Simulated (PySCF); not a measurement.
Species: protonated nitrous oxide, HN2O (charge +1).
SMILES with atom numbers: `[N:1]#[N+:2][OH:3]` (hydrogens: H4 on O3)

Cartesian coordinates in Å at the PBE0-D3(BJ)/def2-SVP level; atoms count from 1:
```
atom  x, y, z in Å
N1     1.573   -0.095   -0.287
N2     0.473   -0.079   -0.178
O3    -0.737   -0.176    0.089
H4    -1.288    0.359   -0.541
```

Level of theory: TDDFT B3LYP/def2-SVPD, vertical, gas phase, core orbitals frozen in the response in PySCF.

Transition dipole moments from the ground state, in atomic units and in the frame of the coordinates above (overall signs are arbitrary), for the states with f of 0.002 or more among the lowest 10:

```json
{"state": "S2", "E (eV)": "8.135", "μx": "-0.111", "μy": "-0.017", "μz": "0.035"}
{"state": "S5", "E (eV)": "10.150", "μx": "0.036", "μy": "-0.236", "μz": "0.302"}
{"state": "S6", "E (eV)": "10.885", "μx": "0.030", "μy": "0.315", "μz": "0.243"}
{"state": "S7", "E (eV)": "10.926", "μx": "0.079", "μy": "0.039", "μz": "-0.060"}
{"state": "S8", "E (eV)": "11.401", "μx": "1.137", "μy": "-0.074", "μz": "-0.039"}
{"state": "S10", "E (eV)": "12.184", "μx": "0.012", "μy": "0.139", "μz": "0.107"}
```

**Question.** What oscillator strength does each state have?

**Answer.** f = (2/3) ΔE |μ|² with ΔE in hartree (27.2114 eV).

```
state  |μ|² (au)  |μ| (D)      f
   S2      0.014     0.30  0.003
   S5      0.148     0.98  0.037
   S6      0.159     1.01  0.042
   S7      0.011     0.27  0.003
   S8      1.301     2.90  0.363
  S10      0.031     0.45  0.009
```

**Question.** Label these states by symmetry in Cs.

**Answer.** From a totally symmetric ground state, an allowed state transforms like the component of the dipole operator along its μ. Polarised normal to the mirror plane, so A″: S6 and S10. Polarised in the mirror plane, so A′: S2, S5, S7 and S8.

**Question.** What angle do the transition dipoles of S5 and S8 make?

**Answer.** |cos θ| = |μa·μb| / (|μa| |μb|) = 0.11, so θ ≈ 84° (taken between 0 and 90°, since the signs are arbitrary).

**Question.** What peak molar absorption coefficient would the strongest computed level give as a lone Gaussian band 0.3 eV wide at half height?

**Answer.** ε(max) = 2.175×10⁸ f / FWHM, with the width in cm⁻¹. S8: 2.175×10⁸ × 0.3634 / 2420 ≈ 33000 L mol⁻¹ cm⁻¹.

The vertical ionisation energy (ΔSCF) is 22.35 eV, 10.17 eV above S10.

Time: 5.7 s of wall time. Hardware: one thread, Arm Neoverse V1 (shared host).
